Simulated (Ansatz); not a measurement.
Antifluorite Mg2Sn, treated with PBEsol (Ansatz, a quantum-chemistry and plane-wave program, plane waves, PAW).

Settings: plane-wave cutoff 500 eV, 14×14×14 k mesh, Fermi–Dirac smearing 0.1 eV, scalar-relativistic PAW data made under PBE.

Computed at the level's own relaxed cell.

### Question
What does this level give for the equilibrium volume per atom and lattice constant a?

### Answer

* **equilibrium volume per atom**: 25.60 Å³/atom
* **lattice constant a**: 6.747 Å

The run finds no gap.

Measured, for comparison: equilibrium volume per atom 25.82 Å³/atom, lattice constant a 6.766 Å (temperature not stated, no zero-point or thermal correction; as tabulated in Freccero, Grin, Wagner, Dalton Trans. (2023), ESI). Computed (rounded) less measured: equilibrium volume per atom -0.9 %, lattice constant a -0.3 %. A static lattice is as a rule a little smaller and stiffer than an uncorrected measurement, which narrows the difference in the equilibrium volume per atom and would widen misses of the other sign.

Spin–orbit coupling is not included.
